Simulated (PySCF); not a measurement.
# Atomic charges against the basis set

Difluorosilane, F₂H₂Si.
Bonds: F1–Si2, Si2–F3. Hydrogens: H4, H5 on Si2.

PBE0 throughout (PySCF), one geometry, spherical d and f functions. Isolated species at its PBE0-D3(BJ)/def2-SVP geometry, gas phase. Atoms taken as equivalent share a column and are averaged.

Mulliken charges (e):

```tsv
basis	functions	F1/F3	Si2	H4/H5
STO-3G	21	-0.256	+0.782	-0.135
6-31G	35	-0.466	+1.200	-0.134
6-31G*	50	-0.406	+1.011	-0.099
def2-SVP	56	-0.343	+0.899	-0.107
pcSseg-1	68	-0.423	+1.123	-0.138
6-311+G(2d,p)	101	-0.484	+1.091	-0.061
def2-TZVP	111	-0.310	+0.676	-0.028
```

IAO charges (e):

| basis | functions | F1/F3 | Si2 | H4/H5 |
| --- | --- | --- | --- | --- |
| STO-3G | 21 | -0.376 | +1.038 | -0.143 |
| 6-31G | 35 | -0.493 | +1.199 | -0.107 |
| 6-31G* | 50 | -0.517 | +1.344 | -0.155 |
| def2-SVP | 56 | -0.514 | +1.341 | -0.156 |
| pcSseg-1 | 68 | -0.524 | +1.357 | -0.154 |
| 6-311+G(2d,p) | 101 | -0.532 | +1.372 | -0.154 |
| def2-TZVP | 111 | -0.534 | +1.387 | -0.160 |

**Question.** Which scheme is steadiest as the basis changes?

**Answer.** Largest range over the bases for any column: IAO 0.35 e, Mulliken 0.52 e. IAO charges move least and Mulliken charges most, counted in e. Without the minimal STO-3G basis the ranges are IAO 0.19, Mulliken 0.52 e.

**Question.** How much do the charges still move between the two largest bases, 6-311+G(2d,p) and def2-TZVP?

**Answer.** At most, over all atoms: Mulliken 0.414 e, IAO 0.015 e.

**Question.** What do the same runs give for the total energy, the frontier levels and the dipole moment?

**Answer.** 
```
        basis  energy (Eh)  HOMO (eV)  LUMO (eV)  μ (D)
       STO-3G    -483.8582      -5.23       7.48   0.85
        6-31G    -490.0431     -10.08       0.47   2.46
       6-31G*    -490.1502      -9.77       0.81   1.59
     def2-SVP    -489.9226      -9.85       0.83   1.62
     pcSseg-1    -490.1521      -9.99       0.58   1.76
6-311+G(2d,p)    -490.2613     -10.03      -0.15   1.77
    def2-TZVP    -490.2902      -9.96       0.20   1.63
```

The dipole is fixed by the density alone, so its range of 1.61 D shows that the density itself changes with the basis, not only its division among atoms.
